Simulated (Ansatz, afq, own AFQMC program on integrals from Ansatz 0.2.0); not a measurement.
## Where AFQMC and coupled cluster stand for SiGeH, quartet

```yaml
atoms:
  - { symbol: Si, position_ang: [0.0000, 0.0000, -2.1268] }
  - { symbol: Ge, position_ang: [0.0000, 0.0000, 0.2672] }
  - { symbol: H, position_ang: [0.0000, 0.0000, 1.8596] }
```

Connectivity, by distances: Si–GeH.

Basis cc-pVDZ. Only valence electrons are correlated. Integrals, coupled cluster, full CI and functionals: Ansatz 0.2.0; the random walks run on the same integrals in our own AFQMC program. ph-AFQMC/CISD is guided by a CISD state made of CCSD amplitudes; releasing the constraint for a short imaginary time cuts its bias at the price of noise, slowly where states lie close. Uncertainties: one standard error, sampling alone. No spin–orbit coupling.

Determinant: UHF, the one that the program's search chose, which needn't be the lowest solution. The geometry is a point of a scan.

No full CI on the walks' own integrals is used here; CCSDT(Q) serves as the reference and is uncertain by about the last step of the cluster series.

Cautions: no relativity below Rb; no spin-orbit coupling; inner d shell frozen; lower spins were not checked; unrestricted determinant slightly spin contaminated (⟨S²⟩ 3.83 against 3.75); the ph-AFQMC/HF walk drifts between its halves (2.3 errors).

```
T1 diagnostic                               : 0.0302
weight of the determinant in the CISD state : 0.861
⟨S²⟩ of the determinant                     : 3.826
size of the correlated space                : 9 electrons in 31 orbitals
```

```tsv
level	correlation energy (eV)
MP2	-3.3095
CCSD	-4.2945
CCSD(T)	-4.4628
```

Estimate where AFQMC with the constraint released lies against CCSD(T) on the same integrals.

6.3 ± 1.0 kJ/mol below CCSD(T).

Reference: CCSDT(Q), correlation energy -4.523 eV. The released energy is read at 2.40 1/Eh (meV from the phaseless value at times in 1/Eh: -3 ± 10 at 0.24, -6 ± 9 at 0.51, -11 ± 9 at 0.99, -15 ± 9 at 1.62, -17 ± 10 at 2.40).

```tsv
level	E − E(reference) (kJ/mol)	share of correlation (%)
CCSD(T)	5.8	98.68
CCSDT	1.1	99.74
ph-AFQMC/HF	22.6 ± 3.5	94.82
ph-AFQMC/CISD	1.1 ± 0.9	99.74
released AFQMC	-0.5 ± 1.0	100.13
```

A walk keeps the symmetry of its determinant, which the program's search chose and which needn't be the lowest solution, so a lower state of the same spin and another symmetry isn't excluded. Released energies are given only where the last usable release times agree within the noise; a slower fall can still hide under it.
